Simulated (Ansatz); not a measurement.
## [H···H···Si], triplet: transfer scan

Starting geometry:

```xyz
3

H     0.0000    0.0000   -1.1670
H     0.0000    0.0000   -0.4220
Si    0.0000    0.0000    1.5890
```

From there H2 is moved from one fragment to the other while all else, the fragments' distance too, stays fixed; atoms are numbered as listed. Energies are in kcal/mol, counted from the starting geometry at the same level.

Basis cc-pVTZ; Ansatz 0.2.0. Only valence electrons are correlated (noble-gas cores frozen). Prefix R: restricted or restricted open-shell reference.

The reference follows the lowest state, whose symmetry changes along the scan.

Full CI is exact within this basis and frozen core; it isn't the basis-set limit.

| distance H1-H2 (Å) | RMP2 |
| --- | --- |
| 0.693 | 0.6 |
| 0.745 | 0.0 |
| 0.827 | 3.4 |
| 0.908 | 10.1 |
| 0.990 | 18.9 |
| 1.071 | 28.7 |
| 1.153 | 34.1 |
| 1.234 | 36.6 |
| 1.316 | 39.5 |

Question: Estimate the full CI curve in cc-pVTZ from this one, knowing how RMP2 errs.

Answer: The computed full CI values, in kcal/mol from the starting point, and the error of RMP2 against them:
```
distance H1-H2 (Å)  full CI  RMP2 less full CI
             0.693      0.9               -0.2
             0.745      0.0                0.0
             0.827      2.9                0.5
             0.908      9.0                1.1
             0.990     16.9                2.0
             1.071     25.6                3.1
             1.153     31.8                2.3
             1.234     34.9                1.7
             1.316     38.7                0.9
```

The error spans 3.3 kcal/mol and is largest, 3.1 kcal/mol, at 1.071 Å.
